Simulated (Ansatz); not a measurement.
What does this script print? It uses Ansatz 0.2.0, Python API.

`conformers_c4h7fo.py`
```python
# -*- coding: utf-8 -*-
"""Rank force-field conformers of C4H7FO by single points."""

import ansatz as az
from rdkit import Chem
from rdkit.Chem import AllChem

rd = Chem.AddHs(Chem.MolFromSmiles("C=C(C)OCF"))
ids = list(AllChem.EmbedMultipleConfs(rd, numConfs=20, randomSeed=900, pruneRmsThresh=0.4))
field = [energy for _, energy in AllChem.MMFFOptimizeMoleculeConfs(rd)]
distinct = {round(e, 2): i for i, e in zip(ids, field)}
chosen = sorted(distinct.items())[:5]
found = []
for force_field, index in chosen:
    molecule = az.Crystal.molecule()
    for atom, xyz in zip(rd.GetAtoms(), rd.GetConformer(index).GetPositions()):
        molecule = molecule.atom(atom.GetSymbol(), xyz.round(5).tolist())
    job = (
        molecule.calculation()
        .basis(gaussian="6-31G*")
        .correlation("mp2", electrons="valence")
    )
    found.append(job.run(threads=1, pin="off").report["free_energy_ev"])
print("conformer   MMFF (kcal/mol)   this level (kJ/mol)")
for (force_field, index), e in zip(chosen, found):
    print(f"{index:9d} {force_field - chosen[0][0]:17.2f} {96.485332 * (e - min(found)):17.3f}")
```

```console
$ python conformers_c4h7fo.py
conformer   MMFF (kcal/mol)   this level (kJ/mol)
        1              0.00             0.000
        2              1.54            16.932
```

What to keep in mind:
- The settings weren't tested for convergence.
- The conformers keep their force-field geometries.
- Run time: 4.6 s on 1 thread of Arm Neoverse V1, on a shared host, peak memory 0.31 GiB.
